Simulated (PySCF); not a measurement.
# C2H3Cl2N: the cost of one run

Computed with PySCF 2.14.0 and routines of our own; the level stands in each step. Atoms count from 0.

## 1. The starting structure

8 atoms, charge 0, multiplicity 1; geometry from: GFN2-xTB.

## 2. Relaxing the molecule at PBE0-D3(BJ)/def2-SVP

What the job is given:

```
{"job": {"xc": "PBE0", "basis": "def2-SVP", "d3": "d3bj", "grid": 1, "kind": "geom"}, "charge": 0, "multiplicity": 1}
N      1.483733    -0.021639     0.572707
C      0.553289    -0.032481    -0.263095
C     -0.852392     0.044850     0.233828
Cl    -1.730331    -1.412052    -0.287222
Cl    -1.626051     1.496521    -0.443734
H      2.425644    -0.075568     0.192985
H      0.647265    -0.094572    -1.352602
H     -0.892100     0.104353     1.322567
```

Run with:

```sh
$ OMP_NUM_THREADS=1 python excited_run.py task.json out
```

This one command runs all jobs of the session in turn.

**Question.** How long does this first job take on 1 thread of Arm Neoverse V1, shared host, and how much memory does it need?

About 10 s, with a peak of 0.47 GiB.
